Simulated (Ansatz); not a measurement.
Input for Ansatz (development build ahead of 0.2.0):

```yaml
crystal:
  periodic: [false, false, false]
  atoms:
    - { symbol: "N", position_ang: [0.0, 0.0, 0.0] }
    - { symbol: P, position_ang: [0.0, 0.0, 4.368] }
basis:
  gaussian: { orbitals: pcseg-2 }
magnetization:
  initial_magnetization: 2
hamiltonian:
  xc: { name: B3LYP }
```

The input is written out in the form of the current development build from the run's settings.

Output:

```yaml
Converged: yes
Total_energy: -395.73326 hartree
Spin_squared_of_the_determinant: 2.000
Stability_test: minimum among restricted orbitals
```

Caution: stretched shape with no unrestricted run beside it, a lower state can exist; charge can spread falsely over distant fragments.
